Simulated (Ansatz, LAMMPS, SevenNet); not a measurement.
Ladder of methods for the elastic constant C11 of fcc Al

Reference value: 114 GPa (measured, 0 K, low-temperature values given for 0 K; zero-point effects included; as tabulated in Li et al. (2021), arXiv:2102.01972).

```json
[
 {"level (code)": "EAM Al_zhou.eam.alloy (LAMMPS)", "value (GPa)": "127", "cell (Å³/atom)": "17.00"},
 {"level (code)": "SevenNet-0", "value (GPa)": "107", "cell (Å³/atom)": "16.46"},
 {"level (code)": "LDA (Ansatz)", "value (GPa)": "115", "cell (Å³/atom)": "15.79"},
 {"level (code)": "BLYP (Ansatz)", "value (GPa)": "___", "cell (Å³/atom)": "17.41"},
 {"level (code)": "PBE (Ansatz)", "value (GPa)": "___", "cell (Å³/atom)": "16.48"},
 {"level (code)": "PBEsol (Ansatz)", "value (GPa)": "___", "cell (Å³/atom)": "16.17"},
 {"level (code)": "revPBE (Ansatz)", "value (GPa)": "102", "cell (Å³/atom)": "16.72"},
 {"level (code)": "RPBE (Ansatz)", "value (GPa)": "102", "cell (Å³/atom)": "16.79"},
 {"level (code)": "PBE-D3(BJ) (Ansatz)", "value (GPa)": "121", "cell (Å³/atom)": "15.78"},
 {"level (code)": "r²SCAN (Ansatz)", "value (GPa)": "132", "cell (Å³/atom)": "15.90"},
 {"level (code)": "r²SCAN+rVV10 (Ansatz)", "value (GPa)": "133", "cell (Å³/atom)": "15.84"}
]
```

Some entries are withheld; supply them.


- BLYP (Ansatz, a first-principles code), value (GPa): 66.0
- PBE (Ansatz), value (GPa): 105
- PBEsol (Ansatz), value (GPa): 112

Differences against the reference: EAM Al_zhou.eam.alloy +11.4 %, SevenNet-0 -6.1 %, LDA +0.9 %, BLYP -42 %, PBE -7.9 %, PBEsol -1.8 %, revPBE -10.5 %, RPBE -10.5 %, PBE-D3(BJ) +6.1 %, r²SCAN +15.8 %, r²SCAN+rVV10 +16.7 %.

Once the reference is moved by up to 5.0 % (a margin picked here for doubts on the reference and the settings, and for temperature and zero-point motion) and values within 1.7 % count as equal, the nearest can be LDA (+0.9 %), PBEsol (-1.8 %), SevenNet-0 (-6.1 %) or PBE-D3(BJ) (+6.1 %). Farthest off among them: BLYP (-42 %).

The reference isn't brought to a static lattice, while the calculations are for one, so the differences are not the levels' errors alone.  PBE-D3(BJ): the dispersion coefficients are held fixed in the derivatives. Each level is taken at its own relaxed cell. Cutoffs differ between the levels. Ansatz's density-functional and Hartree–Fock values are scalar-relativistic unless marked +SOC, with PAW data made under PBE.

Empirical potentials (EAM Al_zhou.eam.alloy) are fitted to chosen data: where that held the value shown, agreement is built in, and what lay outside the fit can be far off. Machine-learned potentials (SevenNet-0) are trained on DFT data: a solid inside that data is no test of them.

Differences are worked out from the printed values.
